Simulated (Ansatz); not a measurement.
# CH5 (doublet): from Hartree-Fock to the top rungs at distance H1–H2 along a hydrogen transfer = 0.883 Å, cc-pVDZ

Aim: climb from Hartree-Fock through coupled cluster and multireference methods for CH5 (doublet) at one geometry and basis, and see what each rung misses.

Method: cc-pVDZ, core rule «outside noble gas», up to 1 orbitals frozen; program: Ansatz 0.2.0, Gaussian basis.

Plan: UHF; CCSD(T) on ROHF; CCSD(T) on UHF; BCCD(T) on ROHF; CISD; CCSDT(Q) on ROHF; CCSDT(Q) on UHF; CASSCF and MRCISD+Q, 3 electrons in 3 orbitals; CASSCF and NEVPT2, 3 electrons in 3 orbitals; CASSCF and MRCISD+Q, 9 electrons in 9 orbitals; CASSCF and NEVPT4(SD), 9 electrons in 9 orbitals; CASSCF and NEVPT2, 9 electrons in 9 orbitals.

6 further runs of the same task are left out: 5 that didn't finish, 1 set aside as unsound or not needed.

**1. The system**

The geometry derives from fragments relaxed apart (PBE0/def2-TZVP) and kept rigid, so it is no stationary point. A hydrogen atom is moved between rigid fragments.

6 atoms, charge 0, spin multiplicity 2.

Atoms are counted from 1 here; the program's logs count them from 0.

Bond lengths: C3–H4 1.080 Å, C3–H5 1.080 Å, C3–H6 1.080 Å. Angles: H4–C3–H5 120.0°, H4–C3–H6 120.0°, H5–C3–H6 120.0°.

Coordinates:

```xyz
6
CH5
H    -2.0970    0.0000    0.0000
H    -1.2140    0.0000    0.0000
C     0.2220    0.0000    0.0000
H     0.2220   -1.0800    0.0000
H     0.2220    0.5400    0.9353
H     0.2220    0.5400   -0.9353
```

**2. UHF**

Contents of in.yaml:

```yaml
crystal:
  periodic: [false, false, false]
  atoms:
    - {symbol: H, position_ang: [-2.097022, 0.000000, 0.000000]}
    - {symbol: H, position_ang: [-1.214022, 0.000000, 0.000000]}
    - {symbol: C, position_ang: [0.221978, 0.000000, 0.000000]}
    - {symbol: H, position_ang: [0.221978, -1.080023, 0.000000]}
    - {symbol: H, position_ang: [0.221978, 0.540011, 0.935327]}
    - {symbol: H, position_ang: [0.221978, 0.540012, -0.935327]}
basis:
  gaussian: {orbitals: cc-pVDZ}
magnetization: {spin_polarized: true, initial_magnetization: 1}
hamiltonian: {xc: hf}
output: {orbitals: {seedname: orbitals}}
```

Launch:

```sh
$ ansatz run in.yaml --threads 1 --pin off --events-out ev --progress --plain --max-ram 2393MiB
```

Further steps of the session: CCSD(T) on ROHF; CCSD(T) on UHF; BCCD(T) on ROHF; CISD; CCSDT(Q) on ROHF; CCSDT(Q) on UHF; CASSCF and MRCISD+Q, 3 electrons in 3 orbitals; CASSCF and NEVPT2, 3 electrons in 3 orbitals; CASSCF and MRCISD+Q, 9 electrons in 9 orbitals; CASSCF and NEVPT4(SD), 9 electrons in 9 orbitals; CASSCF and NEVPT2, 9 electrons in 9 orbitals.

Q: Predict the results of all the runs planned. Wanted: UCCSDT(Q) below the RHF energy; RMP2 from UCCSDT(Q); UMP2 from UCCSDT(Q); RCCSD from UCCSDT(Q); RCCSD(T) from UCCSDT(Q); UCCSD(T) from UCCSDT(Q); RCCSDT(Q) from UCCSDT(Q); NEVPT2 pair from UCCSDT(Q); MRCISD+Q pair from UCCSDT(Q).

As calculated:

| quantity | value |
| --- | --- |
| UCCSDT(Q) below the RHF energy | -5.7305 eV |
| RMP2 from UCCSDT(Q) | +965.0 meV |
| UMP2 from UCCSDT(Q) | +972.2 meV |
| RCCSD from UCCSDT(Q) | +135.7 meV |
| RCCSD(T) from UCCSDT(Q) | +20.8 meV |
| UCCSD(T) from UCCSDT(Q) | +21.5 meV |
| RCCSDT(Q) from UCCSDT(Q) | +0.5 meV |
| NEVPT2 pair from UCCSDT(Q) | +846.1 meV |
| MRCISD+Q pair from UCCSDT(Q) | +26.1 meV |
| NEVPT2 valence from UCCSDT(Q) | +789.7 meV |
| levels within 1 kcal/mol (43 meV) | RCCSD(T), UCCSD(T), BCCD(T), RCCSDT, UCCSDT, RCCSDT(Q), MRCISD+Q pair, MRCISD+Q valence |
| T1 diagnostic | 0.027 |
| effectively unpaired electrons | 1.02 |

What this shows: RCCSD(T) lands +20.8 meV from the yardstick (0.4 % of the correlation energy). One determinant dominates. Of the multireference levels listed MRCISD+Q valence comes nearest in total energy (+6.7 meV), which doesn't show that its space is the better one. These misses are within one basis, not against nature; the frozen cores of restricted and unrestricted runs differ, which can shift their rows.
